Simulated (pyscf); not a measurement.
Thermochemistry of product channels of `[F][N][F]` [doublet] + `[F][SiH2][F]` on the doublet surface, in kJ/mol, from ωB97M-D3(BJ)/def2-TZVP energies (ideal gas, 1 atm, RRHO with modes under 100 cm⁻¹ raised to 100, one conformer, R ln 2 for chiral ones without a mode under 150 cm⁻¹). Structures and frequencies: ωB97X-D3(BJ)/def2-SVP in PySCF.

| products | ΔE | ΔH(298 K) | ΔG(600 K) | ΔG(900 K) |
|---|---|---|---|---|
| `[F][SiH]([F])[F]` + `[NH][F]` [doublet] | -310.8 | -304.4 | -303.2 | -302.8 |
| `[F][N]([F])[Si]([F])[F]` [doublet] + `[H][H]` | +104.7 | +97.6 | +114.4 | +118.2 |
| `[F][NH][F]` + `[F][SiH][F]` [doublet] | +91.1 | +100.6 | +93.3 | +90.3 |
| `[F][N]([F])[SiH2]` [doublet] + `[F][F]` | ___ | +874.9 | +871.4 | ___ |
| `[FH]` + `[F][N][SiH]([F])[F]` [doublet] | -163.1 | -158.7 | -155.0 | -155.7 |

### Question
Some entries are withheld; supply them.

### Answer

- `[F][N]([F])[SiH2]` [doublet] + `[F][F]`, ΔE: +880.3
- `[F][N]([F])[SiH2]` [doublet] + `[F][F]`, ΔG(900 K): +867.3

These are energies of the channels, which say nothing of barriers. F–N(F)–Si•(F)–F lies 395.4 kJ/mol over its isomer F–N•–Si(F)(F)–F (electronic energy, ωB97M-D3(BJ)/def2-TZVP). F–N(F)–SiH₂• lies 828.8 kJ/mol over its isomer H₂N–Si•(F)–F (electronic energy, ωB97M-D3(BJ)/def2-TZVP).
